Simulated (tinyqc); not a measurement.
Worked calculation (part 1 of 2): UKS/exchange-only LDA in the sto-3g basis, for LiH+, spin multiplicity 2. Computed by tinyqc, a small Python program that keeps every step (integrals from PySCF). Settings: charge = 1, multiplicity = 2, basis = sto-3g, energy threshold = 1e-10, iteration cap = 58, orthogonalisation = canonical, start = Wolfsberg-Helmholz matrix, DIIS depth = 0, damping = 0.2, method = UKS, functional = Slater exchange alone, grid = [10, 86]. Command: `OMP_NUM_THREADS=1 python tinyqc.py 25857 25858 out.jsonl` (the two numbers bound the seeds that draw the settings). One thread of a shared host (Intel(R) Xeon(R) Processor @ 2.60GHz), about 0.9 s of CPU time with the checks. Later iterations appear only in the table of the cycle.

## One-electron integrals

Geometry (angstrom):
```
atom,x,y,z
Li,0.000000,0.000000,0.000000
H,0.000000,0.000000,3.028000
```

Basis sto-3g: exponents (1/bohr^2) and contraction coefficients of normalised primitives:
```
element,l (shell),exponent,coefficient
Li,s (1),16.119575,0.154329
Li,s (1),2.936201,0.535328
Li,s (1),0.794651,0.444635
Li,s (2),0.636290,-0.099967
Li,s (2),0.147860,0.399513
Li,s (2),0.048089,0.700115
Li,p (3),0.636290,0.155916
Li,p (3),0.147860,0.607684
Li,p (3),0.048089,0.391957
H,s (1),3.425251,0.154329
H,s (1),0.623914,0.535328
H,s (1),0.168855,0.444635
```

Overlap, kinetic and nuclear-attraction integrals over the contracted functions; the nuclear repulsion is the sum of Za Zb / Rab.

nuclear repulsion = 0.52428389 hartree

overlap S:
```
,1Li 1s,1Li 2s,1Li 2px,1Li 2py,1Li 2pz,2H 1s
1Li 1s,1.000000,0.241137,0.000000,0.000000,0.000000,0.001790
1Li 2s,0.241137,1.000000,0.000000,0.000000,0.000000,0.120061
1Li 2px,0.000000,0.000000,1.000000,0.000000,0.000000,0.000000
1Li 2py,0.000000,0.000000,0.000000,1.000000,0.000000,0.000000
1Li 2pz,0.000000,0.000000,0.000000,0.000000,1.000000,0.187370
2H 1s,0.001790,0.120061,0.000000,0.000000,0.187370,1.000000
```

kinetic energy T (hartree):
```
,1Li 1s,1Li 2s,1Li 2px,1Li 2py,1Li 2pz,2H 1s
1Li 1s,3.576786,-0.020237,0.000000,0.000000,0.000000,-0.001686
1Li 2s,-0.020237,0.102163,0.000000,0.000000,0.000000,-0.002293
1Li 2px,0.000000,0.000000,0.319682,0.000000,0.000000,0.000000
1Li 2py,0.000000,0.000000,0.000000,0.319682,0.000000,0.000000
1Li 2pz,0.000000,0.000000,0.000000,0.000000,0.319682,0.004106
2H 1s,-0.001686,-0.002293,0.000000,0.000000,0.004106,0.760032
```

nuclear attraction V (hartree):
```
,1Li 1s,1Li 2s,1Li 2px,1Li 2py,1Li 2pz,2H 1s
1Li 1s,-8.157643,-1.006485,0.000000,0.000000,-0.004497,-0.006267
1Li 2s,-1.006485,-1.380622,0.000000,0.000000,-0.053078,-0.153994
1Li 2px,0.000000,0.000000,-1.359575,0.000000,0.000000,0.000000
1Li 2py,0.000000,0.000000,0.000000,-1.359575,0.000000,0.000000
1Li 2pz,-0.004497,-0.053078,0.000000,0.000000,-1.393295,-0.241747
2H 1s,-0.006267,-0.153994,0.000000,0.000000,-0.241747,-1.750897
```

core Hamiltonian H = T + V (hartree):
```
,1Li 1s,1Li 2s,1Li 2px,1Li 2py,1Li 2pz,2H 1s
1Li 1s,-4.580856,-1.026722,0.000000,0.000000,-0.004497,-0.007953
1Li 2s,-1.026722,-1.278458,0.000000,0.000000,-0.053078,-0.156287
1Li 2px,0.000000,0.000000,-1.039893,0.000000,0.000000,0.000000
1Li 2py,0.000000,0.000000,0.000000,-1.039893,0.000000,0.000000
1Li 2pz,-0.004497,-0.053078,0.000000,0.000000,-1.073613,-0.237642
2H 1s,-0.007953,-0.156287,0.000000,0.000000,-0.237642,-0.990865
```

## Two-electron integrals

Functions are numbered as in S; the eight-fold symmetry (ij|kl) = (ji|kl) = (kl|ij) leaves the list below.

Two-electron integrals (ij|kl) in chemists' order, unique and non-zero (hartree):
```
i,j,k,l,(ij|kl)
1,1,1,1,1.680395
2,1,1,1,0.265420
2,1,2,1,0.049941
2,2,1,1,0.397727
2,2,2,1,0.092860
2,2,2,2,0.290562
3,1,3,1,0.008981
3,2,3,1,0.013788
3,2,3,2,0.064184
3,3,1,1,0.396640
3,3,2,1,0.092880
3,3,2,2,0.290497
3,3,3,3,0.312946
4,1,4,1,0.008981
4,2,4,1,0.013788
4,2,4,2,0.064184
4,3,4,3,0.016869
4,4,1,1,0.396640
4,4,2,1,0.092880
4,4,2,2,0.290497
4,4,3,3,0.279207
4,4,4,4,0.312946
5,1,5,1,0.008981
5,2,5,1,0.013788
5,2,5,2,0.064184
5,3,5,3,0.016869
5,4,5,4,0.016869
5,5,1,1,0.396640
5,5,2,1,0.092880
5,5,2,2,0.290497
5,5,3,3,0.279207
5,5,4,4,0.279207
5,5,5,5,0.312946
6,1,1,1,0.001687
6,1,2,1,0.000332
6,1,2,2,0.000674
6,1,3,3,0.000660
6,1,4,4,0.000660
6,1,5,1,0.000057
6,1,5,2,0.000121
6,1,5,5,0.000702
6,1,6,1,2.72e-06
6,2,1,1,0.026670
6,2,2,1,0.006411
6,2,2,2,0.024875
6,2,3,3,0.023392
6,2,4,4,0.023392
6,2,5,1,0.000839
6,2,5,2,0.007739
6,2,5,5,0.027808
6,2,6,1,0.000058
6,2,6,2,0.006211
6,3,3,1,0.000189
6,3,3,2,0.001394
6,3,5,3,0.000756
6,3,6,3,0.000191
6,4,4,1,0.000189
6,4,4,2,0.001394
6,4,5,4,0.000756
6,4,6,4,0.000191
6,5,1,1,0.040669
6,5,2,1,0.009789
6,5,2,2,0.038296
6,5,3,3,0.035882
6,5,4,4,0.035882
6,5,5,1,0.001304
6,5,5,2,0.012163
6,5,5,5,0.043074
6,5,6,1,0.000089
6,5,6,2,0.009897
6,5,6,5,0.015788
6,6,1,1,0.174761
6,6,2,1,0.042141
6,6,2,2,0.173065
6,6,3,3,0.162278
6,6,4,4,0.162278
6,6,5,1,0.004496
6,6,5,2,0.052028
6,6,5,5,0.194296
6,6,6,1,0.000368
6,6,6,2,0.060727
6,6,6,5,0.097821
6,6,6,6,0.774606
```

## Orthogonalisation

S = U s U^T; canonical form X = U s^(-1/2), so that X^T S X = 1. Each column of U has its largest component positive (the first on a tie).

eigenvalues of S: 0.712604  0.842383  1.000000  1.000000  1.155846  1.289167

X:
```
,1,2,3,4,5,6
1Li 1s,-0.634182,0.504045,0.000000,0.000000,-0.428580,0.471894
1Li 2s,0.759891,-0.325117,0.000000,0.000000,-0.280677,0.562858
1Li 2px,0.000000,0.000000,-0.246356,0.969180,0.000000,0.000000
1Li 2py,0.000000,0.000000,0.969180,0.246356,0.000000,0.000000
1Li 2pz,0.355489,0.696061,0.000000,0.000000,0.596866,0.264284
2H 1s,-0.545263,-0.585530,0.000000,0.000000,0.496446,0.407867
```

Within a degenerate level the vectors are fixed only up to a rotation; this is one choice.

## Starting guess

The start is the generalised Wolfsberg-Helmholz matrix (K = 1.75) built on H; D(s) = C_occ C_occ^T for each spin.

D(alpha) at the start:
```
,1Li 1s,1Li 2s,1Li 2px,1Li 2py,1Li 2pz,2H 1s
1Li 1s,0.988085,0.009351,0.000000,0.000000,-0.057753,-0.054979
1Li 2s,0.009351,0.106032,0.000000,0.000000,0.205664,0.182289
1Li 2px,0.000000,0.000000,0.000000,0.000000,0.000000,0.000000
1Li 2py,0.000000,0.000000,0.000000,0.000000,0.000000,0.000000
1Li 2pz,-0.057753,0.205664,0.000000,0.000000,0.404749,0.359038
2H 1s,-0.054979,0.182289,0.000000,0.000000,0.359038,0.318504
```

D(beta) at the start:
```
,1Li 1s,1Li 2s,1Li 2px,1Li 2py,1Li 2pz,2H 1s
1Li 1s,0.979703,0.038943,0.000000,0.000000,0.000491,-0.003312
1Li 2s,0.038943,0.001548,0.000000,0.000000,0.000020,-0.000132
1Li 2px,0.000000,0.000000,0.000000,0.000000,0.000000,0.000000
1Li 2py,0.000000,0.000000,0.000000,0.000000,0.000000,0.000000
1Li 2pz,0.000491,0.000020,0.000000,0.000000,0.000000,-0.000002
2H 1s,-0.003312,-0.000132,0.000000,0.000000,-0.000002,0.000011
```

## Iteration 1: exchange-correlation on the grid

Becke grid with 10 radial and 86 angular points per atom, points of zero weight dropped. rho = sum D_ij phi_i phi_j; V_xc,ij = sum w v_xc phi_i phi_j; v_xc is d(rho eps)/d rho(s) for spin s.

The 12 grid points with the largest w rho, of 1716 (bohr, atomic units):
```
x,y,z,w,rho(alpha),rho(beta),eps_xc,v_xc(alpha)
0.000000,0.000000,3.934436,1.778520,0.008700,9.45e-07,-0.191366,-0.255181
0.375600,0.375600,-0.375600,0.032958,0.194472,0.190923,-0.537480,-0.718819
-0.375600,0.375600,-0.375600,0.032958,0.194472,0.190923,-0.537480,-0.718819
-0.375600,-0.375600,-0.375600,0.032958,0.194472,0.190923,-0.537480,-0.718819
0.375600,-0.375600,-0.375600,0.032958,0.194472,0.190923,-0.537480,-0.718819
-0.243467,0.000000,-0.603282,0.032595,0.198331,0.190905,-0.539293,-0.723542
0.000000,-0.243467,-0.603282,0.032595,0.198331,0.190905,-0.539293,-0.723542
0.000000,0.243467,-0.603282,0.032595,0.198331,0.190905,-0.539293,-0.723542
0.243467,0.000000,-0.603282,0.032595,0.198331,0.190905,-0.539293,-0.723542
-0.451717,0.122997,-0.451717,0.032772,0.195605,0.190917,-0.538010,-0.720212
0.122997,-0.451717,-0.451717,0.032772,0.195605,0.190917,-0.538010,-0.720212
0.451717,0.122997,-0.451717,0.032772,0.195605,0.190917,-0.538010,-0.720212
```

electrons on the grid, sum of w rho = 3.042319

E_xc = sum of w rho eps_xc = -1.63911935 hartree

V_xc(alpha) (hartree):
```
,1Li 1s,1Li 2s,1Li 2px,1Li 2py,1Li 2pz,2H 1s
1Li 1s,-0.984547,-0.126857,0.000000,0.000000,-0.002914,-0.000821
1Li 2s,-0.126857,-0.138017,0.000000,0.000000,-0.034241,-0.027285
1Li 2px,0.000000,0.000000,-0.121167,0.000000,0.000000,0.000000
1Li 2py,0.000000,0.000000,0.000000,-0.121167,0.000000,0.000000
1Li 2pz,-0.002914,-0.034241,0.000000,0.000000,-0.166642,-0.043619
2H 1s,-0.000821,-0.027285,0.000000,0.000000,-0.043619,-0.330013
```

V_xc(beta) (hartree):
```
,1Li 1s,1Li 2s,1Li 2px,1Li 2py,1Li 2pz,2H 1s
1Li 1s,-0.978547,-0.120795,0.000000,0.000000,-0.000015,-0.000689
1Li 2s,-0.120795,-0.062250,0.000000,0.000000,-0.000013,-0.001529
1Li 2px,0.000000,0.000000,-0.061534,0.000000,0.000000,0.000000
1Li 2py,0.000000,0.000000,0.000000,-0.061534,0.000000,0.000000
1Li 2pz,-0.000015,-0.000013,0.000000,0.000000,-0.061379,-0.002151
2H 1s,-0.000689,-0.001529,0.000000,0.000000,-0.002151,-0.007116
```

## Iteration 1: building the Kohn-Sham matrix

J_ij = sum D_kl (ij|kl) with D = D(alpha) + D(beta); F = H + J + V_xc; E = tr D H + tr D J / 2 + E_xc + E_nn.

Coulomb J (hartree):
```
,1Li 1s,1Li 2s,1Li 2px,1Li 2py,1Li 2pz,2H 1s
1Li 1s,3.630011,0.597447,0.000000,0.000000,0.007311,0.003954
1Li 2s,0.597447,1.032056,0.000000,0.000000,0.052936,0.098824
1Li 2px,0.000000,0.000000,1.019634,0.000000,0.000000,0.000000
1Li 2py,0.000000,0.000000,0.000000,1.019634,0.000000,0.000000
1Li 2pz,0.007311,0.052936,0.000000,0.000000,1.050256,0.153471
2H 1s,0.003954,0.098824,0.000000,0.000000,0.153471,0.805157
```

F(alpha) (hartree):
```
,1Li 1s,1Li 2s,1Li 2px,1Li 2py,1Li 2pz,2H 1s
1Li 1s,-1.935391,-0.556132,0.000000,0.000000,-0.000100,-0.004821
1Li 2s,-0.556132,-0.384419,0.000000,0.000000,-0.034383,-0.084747
1Li 2px,0.000000,0.000000,-0.141427,0.000000,0.000000,0.000000
1Li 2py,0.000000,0.000000,0.000000,-0.141427,0.000000,0.000000
1Li 2pz,-0.000100,-0.034383,0.000000,0.000000,-0.189999,-0.127790
2H 1s,-0.004821,-0.084747,0.000000,0.000000,-0.127790,-0.515722
```

F(beta) (hartree):
```
,1Li 1s,1Li 2s,1Li 2px,1Li 2py,1Li 2pz,2H 1s
1Li 1s,-1.929392,-0.550070,0.000000,0.000000,0.002799,-0.004689
1Li 2s,-0.550070,-0.308653,0.000000,0.000000,-0.000155,-0.058991
1Li 2px,0.000000,0.000000,-0.081794,0.000000,0.000000,0.000000
1Li 2py,0.000000,0.000000,0.000000,-0.081794,0.000000,0.000000
1Li 2pz,0.002799,-0.000155,0.000000,0.000000,-0.084737,-0.086322
2H 1s,-0.004689,-0.058991,0.000000,0.000000,-0.086322,-0.192824
```

total energy of this density = -7.28379011 hartree

This density is the starting one.

## Iteration 1: diagonalisation and new density

Diagonalise F' = X^T F X, C = X C', fill 2 alpha and 1 beta electrons from the bottom; D(s) = C_occ C_occ^T; the new density keeps 0.2 of the old one (damping). Each column has its largest component positive (the first on a tie).

F' = X^T F X (alpha) (hartree):
```
,1,2,3,4,5,6
1,-0.543793,0.257423,0.000000,0.000000,-0.300253,0.499045
2,0.257423,-0.528702,0.000000,0.000000,0.466399,-0.361799
3,0.000000,0.000000,-0.141427,0.000000,0.000000,0.000000
4,0.000000,0.000000,0.000000,-0.141427,0.000000,0.000000
5,-0.300253,0.466399,0.000000,0.000000,-0.752858,0.454413
6,0.499045,-0.361799,0.000000,0.000000,0.454413,-1.025830
```

orbital energies (alpha) (hartree): MO1 -1.940435, MO2 -0.520692, MO3 -0.231387, MO4 -0.158669, MO5 -0.141427, MO6 -0.141427

coefficients C (alpha):
```
,MO1,MO2,MO3,MO4,MO5,MO6
1Li 1s,0.984937,-0.029539,-0.293107,0.075684,0.000000,0.000000
1Li 2s,0.056384,0.088331,1.000614,-0.257903,0.000000,0.000000
1Li 2px,0.000000,0.000000,0.000000,0.000000,0.949024,-0.315203
1Li 2py,0.000000,0.000000,0.000000,0.000000,0.315203,0.949024
1Li 2pz,0.001870,0.097216,0.268305,0.977510,0.000000,0.000000
2H 1s,-0.005245,0.963180,-0.275603,-0.221969,0.000000,0.000000
```

F' = X^T F X (beta) (hartree):
```
,1,2,3,4,5,6
1,-0.414312,0.351632,0.000000,0.000000,-0.362709,0.481514
2,0.351632,-0.396983,0.000000,0.000000,0.408533,-0.425947
3,0.000000,0.000000,-0.081794,0.000000,0.000000,0.000000
4,0.000000,0.000000,0.000000,-0.081794,0.000000,0.000000
5,-0.362709,0.408533,0.000000,0.000000,-0.622859,0.550191
6,0.481514,-0.425947,0.000000,0.000000,0.550191,-0.904480
```

orbital energies (beta) (hartree): MO1 -1.933746, MO2 -0.223518, MO3 -0.144077, MO4 -0.081794, MO5 -0.081794, MO6 -0.037293

coefficients C (beta):
```
,MO1,MO2,MO3,MO4,MO5,MO6
1Li 1s,0.986412,-0.122289,-0.264688,0.000000,0.000000,-0.067747
1Li 2s,0.051305,0.415076,0.918185,0.000000,0.000000,0.246456
1Li 2px,0.000000,0.000000,0.000000,0.998767,-0.049647,0.000000
1Li 2py,0.000000,0.000000,0.000000,0.049647,0.998767,0.000000
1Li 2pz,-0.000851,0.254881,-0.336613,0.000000,0.000000,0.926658
2H 1s,-0.004274,0.786796,-0.351583,0.000000,0.000000,-0.557040
```

D(alpha) after iteration 1:
```
,1Li 1s,1Li 2s,1Li 2px,1Li 2py,1Li 2pz,2H 1s
1Li 1s,0.974395,0.044211,0.000000,0.000000,-0.012374,-0.037889
1Li 2s,0.044211,0.029992,0.000000,0.000000,0.048087,0.104284
1Li 2px,0.000000,0.000000,0.000000,0.000000,0.000000,0.000000
1Li 2py,0.000000,0.000000,0.000000,0.000000,0.000000,0.000000
1Li 2pz,-0.012374,0.048087,0.000000,0.000000,0.088513,0.146709
2H 1s,-0.037889,0.104284,0.000000,0.000000,0.146709,0.805895
```

D(beta) after iteration 1:
```
,1Li 1s,1Li 2s,1Li 2px,1Li 2py,1Li 2pz,2H 1s
1Li 1s,0.974347,0.048275,0.000000,0.000000,-0.000574,-0.004035
1Li 2s,0.048275,0.002415,0.000000,0.000000,-0.000031,-0.000202
1Li 2px,0.000000,0.000000,0.000000,0.000000,0.000000,0.000000
1Li 2py,0.000000,0.000000,0.000000,0.000000,0.000000,0.000000
1Li 2pz,-0.000574,-0.000031,0.000000,0.000000,0.000001,0.000003
2H 1s,-0.004035,-0.000202,0.000000,0.000000,0.000003,0.000017
```

Within a degenerate level the vectors are fixed only up to a rotation; this is one choice.

## Iteration 2: exchange-correlation on the grid

As before.

The 12 grid points with the largest w rho, of 1716 (bohr, atomic units):
```
x,y,z,w,rho(alpha),rho(beta),eps_xc,v_xc(alpha)
0.000000,0.000000,3.934436,1.778520,0.008241,1.33e-06,-0.187923,-0.250603
-0.375600,-0.375600,-0.375600,0.032958,0.191105,0.190578,-0.535738,-0.714646
0.375600,-0.375600,-0.375600,0.032958,0.191105,0.190578,-0.535738,-0.714646
-0.375600,0.375600,-0.375600,0.032958,0.191105,0.190578,-0.535738,-0.714646
0.375600,0.375600,-0.375600,0.032958,0.191105,0.190578,-0.535738,-0.714646
-0.375600,0.375600,0.375600,0.032958,0.190614,0.190506,-0.535475,-0.714033
0.375600,0.375600,0.375600,0.032958,0.190614,0.190506,-0.535475,-0.714033
-0.375600,-0.375600,0.375600,0.032958,0.190614,0.190506,-0.535475,-0.714033
0.375600,-0.375600,0.375600,0.032958,0.190614,0.190506,-0.535475,-0.714033
-0.451717,0.122997,-0.451717,0.032772,0.191343,0.190585,-0.535853,-0.714943
-0.451717,-0.122997,-0.451717,0.032772,0.191343,0.190585,-0.535853,-0.714943
-0.122997,0.451717,-0.451717,0.032772,0.191343,0.190585,-0.535853,-0.714943
```

electrons on the grid, sum of w rho = 3.039478

E_xc = sum of w rho eps_xc = -1.72673228 hartree

V_xc(alpha) (hartree):
```
,1Li 1s,1Li 2s,1Li 2px,1Li 2py,1Li 2pz,2H 1s
1Li 1s,-0.978695,-0.122942,0.000000,0.000000,-0.001209,-0.000748
1Li 2s,-0.122942,-0.104314,0.000000,0.000000,-0.023999,-0.029005
1Li 2px,0.000000,0.000000,-0.093199,0.000000,0.000000,0.000000
1Li 2py,0.000000,0.000000,0.000000,-0.093199,0.000000,0.000000
1Li 2pz,-0.001209,-0.023999,0.000000,0.000000,-0.122596,-0.046966
2H 1s,-0.000748,-0.029005,0.000000,0.000000,-0.046966,-0.418779
```

V_xc(beta) (hartree):
```
,1Li 1s,1Li 2s,1Li 2px,1Li 2py,1Li 2pz,2H 1s
1Li 1s,-0.977535,-0.120886,0.000000,0.000000,0.000020,-0.000690
1Li 2s,-0.120886,-0.064474,0.000000,0.000000,0.000265,-0.001673
1Li 2px,0.000000,0.000000,-0.063747,0.000000,0.000000,0.000000
1Li 2py,0.000000,0.000000,0.000000,-0.063747,0.000000,0.000000
1Li 2pz,0.000020,0.000265,0.000000,0.000000,-0.063570,-0.002370
2H 1s,-0.000690,-0.001673,0.000000,0.000000,-0.002370,-0.008191
```

## Iteration 2: building the Kohn-Sham matrix

As before.

Coulomb J (hartree):
```
,1Li 1s,1Li 2s,1Li 2px,1Li 2py,1Li 2pz,2H 1s
1Li 1s,3.529935,0.575845,0.000000,0.000000,0.005269,0.003778
1Li 2s,0.575845,0.983207,0.000000,0.000000,0.052912,0.110281
1Li 2px,0.000000,0.000000,0.970381,0.000000,0.000000,0.000000
1Li 2py,0.000000,0.000000,0.000000,0.970381,0.000000,0.000000
1Li 2pz,0.005269,0.052912,0.000000,0.000000,1.002197,0.172773
2H 1s,0.003778,0.110281,0.000000,0.000000,0.172773,1.041627
```

F(alpha) (hartree):
```
,1Li 1s,1Li 2s,1Li 2px,1Li 2py,1Li 2pz,2H 1s
1Li 1s,-2.029616,-0.573818,0.000000,0.000000,-0.000437,-0.004923
1Li 2s,-0.573818,-0.399565,0.000000,0.000000,-0.024164,-0.075010
1Li 2px,0.000000,0.000000,-0.162711,0.000000,0.000000,0.000000
1Li 2py,0.000000,0.000000,0.000000,-0.162711,0.000000,0.000000
1Li 2pz,-0.000437,-0.024164,0.000000,0.000000,-0.194012,-0.111835
2H 1s,-0.004923,-0.075010,0.000000,0.000000,-0.111835,-0.368018
```

F(beta) (hartree):
```
,1Li 1s,1Li 2s,1Li 2px,1Li 2py,1Li 2pz,2H 1s
1Li 1s,-2.028456,-0.571763,0.000000,0.000000,0.000792,-0.004866
1Li 2s,-0.571763,-0.359726,0.000000,0.000000,0.000100,-0.047679
1Li 2px,0.000000,0.000000,-0.133259,0.000000,0.000000,0.000000
1Li 2py,0.000000,0.000000,0.000000,-0.133259,0.000000,0.000000
1Li 2pz,0.000792,0.000100,0.000000,0.000000,-0.134986,-0.067240
2H 1s,-0.004866,-0.047679,0.000000,0.000000,-0.067240,0.042570
```

total energy of this density = -7.34898115 hartree

This density is a damped mixture and is not idempotent.

## Iteration 2: diagonalisation and new density

As before.

F' = X^T F X (alpha) (hartree):
```
,1,2,3,4,5,6
1,-0.538632,0.319348,0.000000,0.000000,-0.354266,0.491704
2,0.319348,-0.513849,0.000000,0.000000,0.436742,-0.419219
3,0.000000,0.000000,-0.162711,0.000000,0.000000,0.000000
4,0.000000,0.000000,0.000000,-0.162711,0.000000,0.000000
5,-0.354266,0.436742,0.000000,0.000000,-0.737106,0.521942
6,0.491704,-0.419219,0.000000,0.000000,0.521942,-1.025889
```

orbital energies (alpha) (hartree): MO1 -2.033906, MO2 -0.384893, MO3 -0.234984, MO4 -0.162711, MO5 -0.162711, MO6 -0.161692

coefficients C (alpha):
```
,MO1,MO2,MO3,MO4,MO5,MO6
1Li 1s,0.986551,-0.070825,-0.290150,0.000000,0.000000,0.011200
1Li 2s,0.050831,0.234196,1.009927,0.000000,0.000000,-0.036607
1Li 2px,0.000000,0.000000,0.000000,0.857152,-0.515064,0.000000
1Li 2py,0.000000,0.000000,0.000000,0.515064,0.857152,0.000000
1Li 2pz,0.001584,0.213518,0.011308,0.000000,0.000000,0.995614
2H 1s,-0.004659,0.884456,-0.351208,0.000000,0.000000,-0.383847
```

F' = X^T F X (beta) (hartree):
```
,1,2,3,4,5,6
1,-0.414953,0.432227,0.000000,0.000000,-0.445593,0.432453
2,0.432227,-0.376749,0.000000,0.000000,0.335782,-0.512050
3,0.000000,0.000000,-0.133259,0.000000,0.000000,0.000000
4,0.000000,0.000000,0.000000,-0.133259,0.000000,0.000000
5,-0.445593,0.335782,0.000000,0.000000,-0.601010,0.634871
6,0.432453,-0.512050,0.000000,0.000000,0.634871,-0.909780
```

orbital energies (beta) (hartree): MO1 -2.032476, MO2 -0.212305, MO3 -0.143164, MO4 -0.133259, MO5 -0.133259, MO6 0.085452

coefficients C (beta):
```
,MO1,MO2,MO3,MO4,MO5,MO6
1Li 1s,0.987171,-0.290674,0.025537,0.000000,0.000000,0.054419
1Li 2s,0.048667,1.013402,-0.089865,0.000000,0.000000,-0.203215
1Li 2px,0.000000,0.000000,0.000000,0.947458,-0.319879,0.000000
1Li 2py,0.000000,0.000000,0.000000,0.319879,0.947458,0.000000
1Li 2pz,0.000257,0.032428,0.944515,0.000000,0.000000,-0.379218
2H 1s,-0.004060,0.086603,0.191404,0.000000,0.000000,1.004400
```

D(alpha) after iteration 2:
```
,1Li 1s,1Li 2s,1Li 2px,1Li 2py,1Li 2pz,2H 1s
1Li 1s,0.977519,0.035690,0.000000,0.000000,-0.013323,-0.061369
1Li 2s,0.035690,0.051943,0.000000,0.000000,0.049686,0.186376
1Li 2px,0.000000,0.000000,0.000000,0.000000,0.000000,0.000000
1Li 2py,0.000000,0.000000,0.000000,0.000000,0.000000,0.000000
1Li 2pz,-0.013323,0.049686,0.000000,0.000000,0.054177,0.180414
2H 1s,-0.061369,0.186376,0.000000,0.000000,0.180414,0.787007
```

D(beta) after iteration 2:
```
,1Li 1s,1Li 2s,1Li 2px,1Li 2py,1Li 2pz,2H 1s
1Li 1s,0.974475,0.048089,0.000000,0.000000,0.000088,-0.004013
1Li 2s,0.048089,0.002378,0.000000,0.000000,0.000004,-0.000198
1Li 2px,0.000000,0.000000,0.000000,0.000000,0.000000,0.000000
1Li 2py,0.000000,0.000000,0.000000,0.000000,0.000000,0.000000
1Li 2pz,0.000088,0.000004,0.000000,0.000000,0.000000,0.000000
2H 1s,-0.004013,-0.000198,0.000000,0.000000,0.000000,0.000017
```

Within a degenerate level the vectors are fixed only up to a rotation; this is one choice.
